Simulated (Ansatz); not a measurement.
Working through a ladder of methods at one geometry of CH3NO2, SMILES N=C(O)O

Program: Ansatz's Python interface.

The script reads `ch3no2.xyz`:
```text
7

N    -0.60340    0.70140    0.52300
C     0.15420   -0.12650    0.05660
O     1.08140   -0.64120    0.80170
O     0.23030   -0.59730   -1.18250
H    -1.31490    1.02500   -0.22510
H     1.03390   -0.21500    1.68840
H    -0.52020   -0.21440   -1.70770
```

At the Python prompt:
```pycon
>>> from pathlib import Path
>>> import ansatz as az
>>> import numpy as np
>>> config = {
...     'basis': 'cc-pVDZ',
... }
>>> mol = az.Crystal.molecule_from_extxyz('ch3no2.xyz')
>>> base = mol.calculation().basis(gaussian=config['basis'])
>>> print('functional    E (Ha)        dipole (D)   HOMO (eV)  LUMO (eV)')
functional    E (Ha)        dipole (D)   HOMO (eV)  LUMO (eV)
>>> for name in ['blyp', 'hse06', 'cam_b3lyp', 'lda', 'lc_wpbe']:
...     summary = base.functional(name).forces().orbitals().run(threads=1, backend='cpu', runs_dir='runs').report
...     lines = Path(summary['orbitals_path']).read_text().splitlines()
...     field_of = lambda key: [line.split('=')[1].strip() for line in lines if line.startswith(key)]
...     orbitals = [(27.211386 * float(e), s, float(n)) for e, s, n in zip(field_of('Ene='), field_of('Spin='), field_of('Occup='))]
...     homo = max(e for e, _, n in orbitals if n > 0.5)
...     lumo = min(e for e, _, n in orbitals if n < 0.5)
...     dipole = 4.803205 * np.linalg.norm(summary['charge_distribution']['dipole_moment_e_ang'])
...     print(f'{name:10s} {summary["free_energy_ev"] / 27.211386246:14.6f} {dipole:9.3f} {homo:11.3f} {lumo:10.3f}')
...
blyp          -245.049391     1.414      -5.742     -0.212
hse06         -244.839022     1.555      -7.064      0.409
cam_b3lyp     -245.017159     1.581      -8.856      1.687
lda           -243.236479     1.547      -6.072     -0.337
lc_wpbe       -244.963667     1.621     -10.298      3.164
```

Notes:
- Total energies depend on the basis set; only differences at equal settings carry meaning.
- The geometry is a force-field or estimated start, not a minimum of this method, and the basis set is short of its limit. A lower total doesn't mark the better method: functionals have no common bound, and MP2 and coupled cluster aren't variational.
- Levels such as HOMO and LUMO are orbital energies: with these approximate functionals they aren't the ionisation energy and electron affinity, and their gap isn't the fundamental gap.
- hse06 follows the composition of plane-wave codes, whose totals differ by tens of mHa, up to about 0.1 Ha, from the form usual in Gaussian-basis programs (wpbeh).
- Run time: 8.8 s on 1 thread of Arm Neoverse V2, on a shared host, peak memory 0.2 GiB.
